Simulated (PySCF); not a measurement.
**Frontier orbitals and the lowest excitations**

Species: dimethylamine, C₂H₇N.
Cartesian coordinates in Å at the GFN2-xTB level; atoms count from 1:
```xyz
10
C2H7N angstrom
C     -1.2080   -0.0492   -0.0488
N      0.0374    0.6511   -0.2830
C      1.1980   -0.1777   -0.0328
H     -1.2740   -0.8837   -0.7475
H     -2.0380    0.6289   -0.2380
H     -1.3025   -0.4499    0.9727
H      0.0779    1.4772    0.3076
H      1.1836   -1.0138   -0.7327
H      1.2359   -0.5862    0.9895
H      2.0984    0.4079   -0.2095
```

Theory: TDDFT CAM-B3LYP/def2-SVPD, vertical, gas phase, core orbitals frozen in the response (PySCF).

Frontier orbitals with the atoms that hold most of them (Löwdin shares over 4%, at most four atoms; ? is withheld):

| orbital | ε (eV) | atoms |
| --- | --- | --- |
| HOMO-3 | -12.37 | C1 25%, C3 25%, H8 11%, H4 11% |
| HOMO-2 | -11.74 | N2 24%, C1 18%, C3 18%, H4 10% |
| HOMO-1 | -11.65 | ? |
| HOMO | -7.83 | N2 61%, C3 10%, C1 10%, H9 5% |
| LUMO | ? | ? |
| LUMO+1 | 2.22 | C1 19%, C3 19%, H5 13%, H10 13% |
| LUMO+2 | 2.62 | H7 35%, N2 11%, H4 10%, H8 10% |

(1) Which atoms hold the HOMO-1, and with what shares?

(2) Which atoms hold the LUMO, and with what shares?

(3) What is the LUMO energy, and the HOMO–LUMO gap?

Results:

(1) C3 (bonded to N and 3 H) 26%; C1 (bonded to N and 3 H) 26%; H10 (bonded to C) 14%; H5 (bonded to C) 14%. By element: carbon 51%, hydrogen 28% or more.

(2) C3 (bonded to N and 3 H) 24%; C1 (bonded to N and 3 H) 24%; H7 (bonded to N) 9%; H9 (bonded to C) 7%. By element: carbon 49%, hydrogen 16% or more.

(3) ε(LUMO) = 1.45 eV; the gap is 9.28 eV (0.3409 hartree).

How does S1 compare with the orbital gap of 9.28 eV?

S1 is at 5.93 eV (f = 0.0019), 3.34 eV below the gap, made of HOMO→LUMO (88%), HOMO→LUMO+2 (10%). Without the coupling terms of the response equations the lowest excitation would equal the gap.

One configuration dominates each of S1 and S3. Which, and how do the shares of the two leading atoms of either orbital change from the occupied to the empty one?

- S1 (5.93 eV, f 0.0019), HOMO→LUMO (88%): N2 61% → at most 8%, C3 10% → 24%, C1 10% → 24%
- S3 (7.13 eV, f 0.0038), HOMO→LUMO+1 (98%): N2 61% → at most 13%, C3 10% → 19%, C1 10% → 19%

Löwdin shares depend on the basis, the more so with diffuse functions.
